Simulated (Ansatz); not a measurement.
Born–Oppenheimer molecular dynamics of CH₄BF (7 atoms, charge 0, multiplicity 1). It starts from a relaxed structure.

Computed with RKS B3LYP-D4/def2-SVP in Ansatz.

```yaml
ensemble: NVT, Nosé–Hoover chain
time_step: 1 fs
steps_asked: 100
set_temperature: 100 K
thermostat: time constant 100 fs, chain length 3 (defaults)
temperature_schedule: 25 steps to 100 K, then 75 steps to 200 K
seed: 126325
```

First frame:

```xyz
7
Properties=species:S:1:pos:R:3
B 0.000 0.009 0.024
C 0.021 -0.018 1.585
H -0.867 -0.550 1.970
H 0.930 -0.466 2.014
H -0.075 1.019 1.960
F 1.052 -0.401 -0.677
H -0.948 0.407 -0.620
```

Problem. What does the run give?

Solution. All steps were run.

| Property | Result |
| --- | --- |
| steps done | 100 |
| time covered | 100 fs |
| mean temperature over the second half | 59 K |
| spread of the potential energy over the second half | 2.3 meV per atom |
| mean potential energy of the second half above the start | 5.6 meV per atom |

The conserved energy stayed within 0.17 meV per atom of its start (net change 0.089 meV per atom), so the integration is sound. The schedule's set-point averaged 167 K over the second half and the system 59 K, so it lags behind the ramp. A run of 0.1 ps of so small a system gives no equilibrium averages.

Problem. What happens to the structure?

Solution. The same pairs are bonded in the first frame and the last. Pairs count as bonded within 1.25 times the sum of covalent radii (0.12 Å more for H–H). This is one draw of velocities; another would differ in detail.

Problem. How do temperature and energy run in time?

Solution. 
```tsv
time (fs)	T (K)	potential energy less start (eV)	conserved less start (meV/atom)
0	100	0.000	0.00
3	72	0.019	0.15
6	73	0.018	0.04
9	49	0.034	0.13
12	50	0.033	0.06
15	36	0.042	0.07
18	19	0.053	0.13
21	25	0.049	0.05
24	21	0.052	0.14
27	40	0.040	0.04
30	36	0.043	0.13
33	59	0.028	0.06
36	69	0.022	0.09
39	83	0.014	0.09
42	85	0.013	0.08
45	85	0.014	0.10
48	81	0.017	0.07
51	66	0.028	0.09
54	44	0.043	0.10
57	37	0.048	0.08
60	26	0.056	0.13
63	32	0.052	0.06
66	22	0.059	0.14
69	39	0.048	0.08
72	54	0.039	0.11
75	73	0.028	0.10
78	88	0.020	0.09
81	89	0.021	0.14
84	106	0.012	0.06
87	94	0.022	0.14
90	91	0.025	0.06
93	60	0.047	0.13
96	48	0.056	0.11
99	36	0.065	0.11
```

Time of the run: 100 s on 1 thread of Arm Neoverse V2, with other jobs on the host, peak memory 0.1 GiB.
